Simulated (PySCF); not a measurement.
formic acid cation (CH2O2), SMILES OC=O (connectivity only; charge and spin as stated), charge +1, multiplicity 2.

The structure is a stationary point at r2SCAN-D4/def2-TZVP. The multiplicity is an assumed one; other spin states were not compared. One conformer was computed; it need not be the lowest.

These are r2SCAN-D4/def2-TZVP (PySCF 2.14.0) values and carry that method's errors.

Frequencies are harmonic and unscaled.

| mode | ν (cm⁻¹) | IR (km/mol) | moving atoms (share of kinetic energy) |
|---|---|---|---|
| 1 | 454 | 35.1 | O 55 %, C 31 %, H 14 % |
| 2 | 712 | 178.0 | H 72 %, O 16 %, C 12 % |
| 3 | 995 | 21.1 | H 67 %, C 31 % |
| 4 | 1171 | 166.3 | H 88 %, O 12 % |
| 5 | 1209 | 19.9 | O 53 %, H 35 %, C 11 % |
| 6 | 1374 | 4.4 | H 53 %, C 24 %, O 23 % |
| 7 | 1530 | 108.5 | C 69 %, O 26 % |
| 8 | 2985 | 102.7 | H 93 % |
| 9 | 3570 | 278.0 | H 94 % |
